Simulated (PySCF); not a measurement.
**How far each method lies from full CI for SiH4⁺, doublet**

All five atoms lie in one plane.

Geometry: a point of a stretch scan, not a stationary point.

```xyz
5

Si    0.0002    0.0125   -0.0126
H    -0.0110    1.1034    1.0712
H    -0.0229   -1.4711    1.4805
H     0.0170    1.0964   -1.1034
H     0.0114   -1.0783   -1.0964
```

Basis 6-31G; PySCF 2.14.0. Correlated methods freeze the noble-gas cores, which leaves 7 electrons in 16 orbitals. Prefix R: restricted or restricted open-shell reference; prefix U: unrestricted.

Full CI is exact within this basis and frozen core; it isn't the basis-set limit. The frozen core follows each run's orbitals, which can shift R against U totals by a few meV.

The UHF ⟨S²⟩ is 0.819, the T1 diagnostic (ROHF- or RHF-based CCSD) is 0.0434 and the largest doubles amplitude (ROHF- or RHF-based CCSD) is 0.085. The T1 diagnostic (UCCSD) is 0.0210.

```csv
level,E − E(RHF) (eV)
UHF,-0.1681
RMP2,-1.4742
UMP2,-1.5204
RCCSD,-2.2281
UCCSD,-2.2273
RCCSD(T),-2.2557
UCCSD(T),-2.2549
```

(1) Estimate how far full CI in 6-31G lies from RCCSD(T). The table doesn't fix it; the size of (T) and the diagnostics are the guide.

(1) Full CI in 6-31G lies 1.6 kJ/mol below RCCSD(T), which is 61 % of the (T) step (-2.7 kJ/mol). T1 is raised, and the rest is a large part of (T).

The other levels:

```csv
level,E − E(full CI) (kJ/mol),share of correlation (%),wall time
RCCSDT,0.1,99.94,2.6 s
UCCSDT,0.1,99.95,2.5 s
```

The correlation energy at full CI, counted from RHF, is -2.272 eV. The search over symmetries took 4.2 s on 1 thread of Intel Xeon, shared host; the state has 272,520 determinants.

Times are those of the correlated step on a shared host, with one SCF added for the restricted CCSD run; they ran on 1 thread of Intel Xeon.

The full-CI state has the irrep A1 of C2v, in the program's axes.

Natural occupations of full CI about the gap: 1.970 1.951 1.931 1.003 0.070 0.032 0.022 0.009 0.003 0.003; effectively unpaired electrons, Σ n²(2−n)², 1.05.
